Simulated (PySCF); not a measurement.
Compound: CH6NP.
Bonds: C1–N2, N2–P3 (double). Hydrogens: H4, H5, H6 on C1; H7, H8, H9 on P3.

Computed by this run: PBE0-D3(BJ)/def2-SVP geometry optimisation, gas phase (PySCF 2.14.0); density fitting, grid level 1; the optimiser is geomeTRIC in internal coordinates, started from a GFN2-xTB structure with every atom displaced at random (about 0.01 Å).

Step 0: E = -11900.2608 eV
```
atom  x, y, z in Å  |  force x, y, z in eV/Å
C1     -1.3780   -0.2628   -0.0334   -0.488   2.024  -1.008
N2     -0.1987    0.2996   -0.6238   -1.095  -0.140  -0.225
P3      1.2185    0.2463   -0.0496    1.101   0.372   0.211
H4     -1.3239   -1.3200    0.0861   -0.128  -1.472   0.264
H5     -2.2106   -0.0139   -0.7424    0.175  -0.425   0.545
H6     -1.6429    0.2172    0.9273   -0.083  -0.169   0.156
H7      1.9464   -0.9578    0.1678    0.119  -0.445   0.042
H8      2.0497    0.9047   -0.9574    0.459   0.168  -0.114
H9      1.5974    0.8695    1.1918   -0.061   0.085   0.130
```

Task: Estimate the geometry and energy of step 1. (The exact step hangs on the optimiser's Hessian estimate; all steps are aligned on step 0, rigid shifts and turns removed.)

Result: E = -11900.3628 eV, largest force 0.496 eV/Å
```
atom  x, y, z in Å  |  force x, y, z in eV/Å
C1     -1.3729   -0.2310   -0.0552    0.029  -0.490   0.069
N2     -0.2063    0.3154   -0.6821    0.080   0.095  -0.086
P3      1.2284    0.2708   -0.0807    0.004  -0.078   0.056
H4     -1.3317   -1.3436    0.0830   -0.020   0.325  -0.033
H5     -2.2641   -0.0410   -0.6747    0.020   0.057  -0.069
H6     -1.5940    0.1948    0.9428   -0.022   0.053   0.083
H7      1.9039   -0.9829    0.1759   -0.007   0.040  -0.020
H8      2.1619    0.9104   -0.9309   -0.101  -0.020   0.008
H9      1.5326    0.8900    1.1881    0.016   0.018  -0.008
```

The energy changes by -0.1021 eV. The first-order estimate −F·Δx gives -0.2537 eV and the mean of the old and new forces, exact on a quadratic surface, -0.1053 eV. The step makes an angle of 68° with the force vector and moves no atom by more than 0.115 Å.

The cost below is that of the whole optimisation. The run took 7.3 s wall on an Arm Neoverse V1 with one thread, no GPU (shared host), and the process peaked at 0.32 GiB of memory.
